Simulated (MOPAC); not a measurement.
MOPAC input (AM1):

```
AM1 1SCF GEO-OK AUX(PRECISION=9) THREADS=1
ClF

F    -0.00000000 1   -0.00000000 1   -1.07291806 1
Cl    0.00000000 1    0.00000000 1    0.56801544 1
```

Output:

```
 *******************************************************************************
 **                                                                           **
 **                              MOPAC v23.2.5                                **
 **                                                                           **
 *******************************************************************************
 ** MOPAC's Digital Object Identifier: https://doi.org/10.5281/zenodo.6511958 **
 **                                                                           **
 ** Please cite the open-source release paper for use of this MOPAC version:  **
 ** J. E. Moussa and J. J. P. Stewart (2026)                                  **
 ** MOPAC: An open-source semiempirical molecular orbital program             **
 ** J. Open Source Softw., 11(119), 8025, https://doi.org/10.21105/joss.08025 **
 *******************************************************************************

                              AM1 CALCULATION RESULTS

 *******************************************************************************
 *  AM1        - The AM1 Hamiltonian to be used
 *  GEO-OK     - OVERRIDE INTERATOMIC DISTANCE AND OTHER SAFETY CHECKS
 *  1SCF       - DO 1 SCF AND THEN STOP
 *  AUX        - OUTPUT AUXILIARY INFORMATION
 *******************************************************************************
AM1 1SCF GEO-OK AUX(PRECISION=9) THREADS=1
 ClF

   ATOM   CHEMICAL          X               Y               Z
  NUMBER   SYMBOL      (ANGSTROMS)     (ANGSTROMS)     (ANGSTROMS)

     1       F         -0.00000000  *  -0.00000000  *  -1.07291806  *
     2      Cl          0.00000000  *   0.00000000  *   0.56801544  *

          CARTESIAN COORDINATES

    NO.       ATOM           X           Y           Z

     1         F         -0.0000     -0.0000     -1.0729
     2        Cl          0.0000      0.0000      0.5680

  F: (AM1): M.J.S. DEWAR AND E. G. ZOEBISCH, THEOCHEM, 180, 1 (1988).
 Cl: (AM1): M.J.S. DEWAR AND E. G. ZOEBISCH, THEOCHEM, 180, 1 (1988).

           Empirical Formula: F Cl  =     2 atoms

      MOLECULAR POINT GROUP   :   C*v

      RHF CALCULATION, NO. OF DOUBLY OCCUPIED LEVELS = 7

 -------------------------------------------------------------------------------
 AM1 1SCF GEO-OK AUX(PRECISION=9) THREADS=1
 ClF

     1SCF WAS SPECIFIED, SO BFGS WAS NOT USED
     SCF FIELD WAS ACHIEVED

                              AM1 CALCULATION
                                                       MOPAC v23.2.5 Linux

          FINAL HEAT OF FORMATION =        -10.51592 KCAL/MOL =     -43.99863 KJ/MOL

          COSMO AREA              =         64.94 SQUARE ANGSTROMS
          COSMO VOLUME            =         46.94 CUBIC ANGSTROMS

          IONIZATION POTENTIAL    =         12.373507 EV
          HOMO LUMO ENERGIES (EV) =        -12.374 -0.034
          NO. OF FILLED LEVELS    =          7
          MOLECULAR WEIGHT        =         54.4514         POINT GROUP:  C*v

          MOLECULAR DIMENSIONS (Angstroms)

            Atom       Atom       Distance
           Cl     2    F     1     1.64093
           Cl     2    F     1     0.00000
            F     1   Cl     2     0.00000

          SCF CALCULATIONS        =          1

   ATOM   CHEMICAL          X               Y               Z
  NUMBER   SYMBOL      (ANGSTROMS)     (ANGSTROMS)     (ANGSTROMS)

     1       F         -0.00000000  *  -0.00000000  *  -1.07291806  *
     2      Cl          0.00000000  *   0.00000000  *   0.56801544  *

                             CARTESIAN COORDINATES

   1    F       -0.000000000    -0.000000000    -1.072918060
   2   Cl        0.000000000     0.000000000     0.568015440

           Empirical Formula: F Cl  =     2 atoms

      MOLECULAR POINT GROUP   :   C*v

                  EIGENVALUES
 -47.01217 -38.03867 -18.04439 -16.41226 -16.41226 -12.37351 -12.37351  -0.03425

              NET ATOMIC CHARGES AND DIPOLE CONTRIBUTIONS

  ATOM NO.   TYPE          CHARGE      No. of ELECS.   s-Pop       p-Pop
    1          F          -0.102929        7.1029     1.97061     5.13232
    2         Cl           0.102929        6.8971     1.99333     4.90374
 DIPOLE           X         Y         Z       TOTAL
 POINT-CHG.     0.000     0.000     0.811     0.811
 HYBRID         0.000     0.000     0.101     0.101
 SUM            0.000     0.000     0.913     0.913

          ATOMIC ORBITAL ELECTRON POPULATIONS

     Atom    s        px        py        pz
    1  F   1.97061   2.00000   2.00000   1.13232
    2 Cl   1.99333   2.00000   2.00000   0.90374

 **********************
 *                    *
 * JOB ENDED NORMALLY *
 *                    *
 **********************

 == MOPAC DONE ==
```
